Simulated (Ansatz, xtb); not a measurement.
**C4H9ClO: 4 structures ranked**

4 gas-phase structures of C4H9ClO, from a drawn sample of its isomers (lower ones may exist). Each was relaxed with GFN2-xTB; where two conformers were screened, the lower at r2SCAN-D4/def2-SVP is listed:

A. `COC[C@H](C)Cl`, a singlet
B. `OCCCCCl`, a singlet
C. `C[C@H](O)CCCl`, a singlet
D. `CO[C@H](C)CCl`, a singlet

Problem. Make a reasoned guess at their ranking by r2SCAN-D4/def2-SVP single-point energy.

Solution. Calculated order at r2SCAN-D4/def2-SVP: C (0.0), B (18.5), A (38.3), D (43.1) kJ/mol.

Energies above the lowest of each column, in kJ/mol; the last columns are at B3LYP-D3(BJ)/def2-SVP geometries:

| structure | GFN2-xTB | HF/STO-3G | r2SCAN-D4/def2-SVP | B3LYP-D3(BJ)/def2-SVP | CCSD(T)/def2-SVP + ΔMP2/def2-TZVPP |
| --- | --- | --- | --- | --- | --- |
| C | 0.0 | 5.8 | 0.0 | 0.0 | 0.0 |
| B | 16.0 | 18.8 | 18.5 | 14.7 | 15.5 |
| A | 10.1 | 0.0 | 38.3 | 35.5 | 46.0 |
| D | 14.7 | 5.2 | 43.1 | 39.2 | 48.8 |

CCSD(T)/def2-SVP + ΔMP2/def2-TZVPP puts C lowest; HF/STO-3G picks A. Flexible structures stand in one conformer each, not always the lowest. ΔMP2 is the change of the MP2 energy from the smaller to the larger basis.

Over these structures GFN2-xTB departs from r2SCAN-D4/def2-SVP by 13.5 kJ/mol on average once a common shift is removed. A GFN2-xTB relaxation took about 0.066 s and the r2SCAN-D4/def2-SVP energy about 1.5 s on a shared host (Ansatz 0.2.0, xtb 6.7.1).
